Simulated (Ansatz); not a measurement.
Input file:

```yaml
crystal:
  periodic: [false, false, false]
  atoms:
    - {symbol: Ga, position_ang: [0.000018, -0.301983, 2.960495]}
    - {symbol: P, position_ang: [-0.000011, -0.566160, -1.731073]}
    - {symbol: N, position_ang: [0.000026, -0.205340, -3.170397]}
    - {symbol: H, position_ang: [-0.000034, 1.073482, 1.940975]}
basis:
  gaussian: {orbitals: cc-pVDZ, point_charges: [{charge: 1.00, position_ang: [2.710, 0.052, 0.601]}]}
magnetization: {spin_polarized: true, initial_magnetization: 0}
correlation: {method: ccsd_t, electrons: valence}
```

```sh
$ ansatz run in.yaml --threads 1 --pin off --events-out ev --progress --plain --max-ram 2393MiB
```

Task: Roughly how long does this take on 1 thread of Intel Xeon 6975P-C, shared host, and how much host memory?

Result: 25 s wall and 0.25 GiB.

```
697 factors; integrals over basis functions are off by at most 1.1e-3 eV
mean field evaluation 1: about -63097.9345 eV, gradient 2.1e1 eV
mean field evaluation 2: about -63097.9946 eV, gradient 2.1e1 eV
mean field evaluation 4: about -63100.5142 eV, gradient 1.7e0 eV
mean field evaluation 8: about -63100.5616 eV, gradient 1.6e-3 eV
mean field evaluation 16: about -63100.5768 eV, gradient 4.0e-1 eV
mean field evaluation 32: about -63100.9553 eV, gradient 2.7e-3 eV
mean field evaluation 64: about -63100.9430 eV, gradient 1.5e-2 eV
mean field evaluation 96: about -63100.9430 eV, gradient 4.0e-4 eV
mean field evaluation 128: about -63100.9539 eV, gradient 1.4e-1 eV
mean field evaluation 160: about -63081.6421 eV, gradient 2.6e1 eV
mean field evaluation 192: about -63097.0013 eV, gradient 9.5e-1 eV
mean field evaluation 224: about -63099.4250 eV, gradient 3.0e-2 eV
mean field evaluation 256: about -63098.5223 eV, gradient 2.9e0 eV
mean field evaluation 288: about -63098.7995 eV, gradient 4.6e-2 eV
mean field evaluation 320: about -63097.2823 eV, gradient 2.0e-1 eV
mean field evaluation 352: about -63099.0325 eV, gradient 1.1e0 eV
mean field evaluation 384: about -63097.2479 eV, gradient 3.5e-1 eV
mean field evaluation 416: about -63098.4178 eV, gradient 6.5e-2 eV
mean field evaluation 448: about -63097.2677 eV, gradient 9.5e-1 eV
mean field evaluation 480: about -63096.7885 eV, gradient 3.8e-1 eV
mean field evaluation 512: about -63098.4182 eV, gradient 6.4e-2 eV
mean field evaluation 544: about -63097.1131 eV, gradient 2.6e0 eV
mean field evaluation 576: about -63100.5616 eV, gradient 8.9e-6 eV
mean field -63100.95525295 eV, -2318.9173341823 hartree, gradient 2.8e-6 eV, S^2 0.941986; 18 other end points of the search recorded, 0 dependent functions left out
determinant -63100.95525295 eV, -2318.9173341823 hartree, with singles and doubles -63110.92514732 eV, -2319.2837210424 hartree
determinant -63100.95502057 eV, -2318.9173256423 hartree, with singles and doubles -63110.92525452 eV, -2319.2837249820 hartree
determinant -63099.42727393 eV, -2318.8611819888 hartree, with singles and doubles -63108.98349612 eV, -2319.2123666769 hartree
determinant -63099.42500082 eV, -2318.8610984536 hartree, with singles and doubles -63108.98581903 eV, -2319.2124520423 hartree
determinant -63099.04658635 eV, -2318.8471919786 hartree, with singles and doubles -63109.01511046 eV, -2319.2135284825 hartree
determinant -63098.79891381 eV, -2318.8380901806 hartree, with singles and doubles -63108.40331592 eV, -2319.1910454480 hartree
determinant -63098.79143315 eV, -2318.8378152714 hartree, with singles and doubles -63108.40458139 eV, -2319.1910919530 hartree
determinant -63098.41781206 eV, -2318.8240849497 hartree, with singles and doubles -63108.43158535 eV, -2319.1920843303 hartree
determinant -63100.95525295 eV, -2318.9173341823 hartree, with singles and doubles -63110.94388853 eV, -2319.2844097692 hartree
determinant -63100.95502057 eV, -2318.9173256423 hartree, with singles and doubles -63110.94391529 eV, -2319.2844107526 hartree
15 core orbitals not correlated: weight in the atoms' cores, before any rotation towards them, 1.000 or more for the frozen orbitals, at most 0.000 for the correlated occupied ones
reference -63100.95502057 eV, -2318.9173256423 hartree; 12, 12 occupied and 37, 37 virtual orbitals, 697 factors
second order -7.78713020 eV of doubles, -0.00000000 eV of singles
cycle   1  -9.98888742 eV  change    7.3e-6 eV  update   3.7e-6
perturbative correction -0.45824915 eV, -0.0168403458 hartree
Total energy: -63111.40215714 eV, -2319.3012508301 hartree
```
